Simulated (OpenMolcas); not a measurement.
## Exact exchange and the electronic atomisation energy of C3H4 (allene)

C3H4: 7 atoms, total charge 0, spin state singlet. As SMILES, `C=C=C`. The shape is that of a PBE0-D4/def2-TZVP optimisation.

The electronic atomisation energy y, in eV, basis def2-TZVP; a is the functional's share of exact exchange. Programs: OpenMolcas 26.06.

```
functional     program     a  y (eV)
      TPSS  OpenMolcas     0   30.77
       PBE  OpenMolcas     0   31.37
     B3LYP  OpenMolcas   0.2   30.51
      PBE0  OpenMolcas  0.25       ?
     BHLYP  OpenMolcas   0.5   29.56
```

Fit y = c + s·a to the known rows and predict PBE0.


1. Means of the 4 rows: a = 0.1750, y = 30.553.
2. Σ(Δa)² = 0.1675, Σ(Δa·Δy) = -0.50475, so the slope is -0.50475/0.1675 = -3.0134.
3. Intercept: 30.553 − (-3.0134) × 0.1750 = 31.080. The largest residual of the fit is 0.31.
4. PBE0: 31.080 + (-3.0134) × 0.25 = 30.33 eV.

The run gave 30.73 eV, so the prediction is off by -0.40 eV, more than the largest residual. The rows mix families of semi-local functionals, which the line can't see.
